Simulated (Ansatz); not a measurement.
Z-matrix (Å, degrees):
```
C
H 1 1.1057
H 1 1.1057 2 109.47
H 1 1.1057 2 109.47 3 120.00
H 1 1.1057 2 109.47 3 -120.00
```
Charge 0, spin multiplicity 1.

These are Ansatz (an electronic-structure program) with frozen-core CCSD(T)/cc-pVDZ // PBE-D3(BJ)/def2-SVP values and carry that method's errors.

* **HF energy**: -40.19812 Ha
* **MP2 correlation energy**: -0.16195 Ha

### Question
Estimate the CCSD correlation energy, the (T) correction, the total energy and the T1 diagnostic.

### Answer

The CCSD correlation energy is -0.18570 Ha. The (T) correction comes out as -0.00379 Ha, the CCSD(T) total energy is -40.38762 Ha and the T1 diagnostic is 0.005.
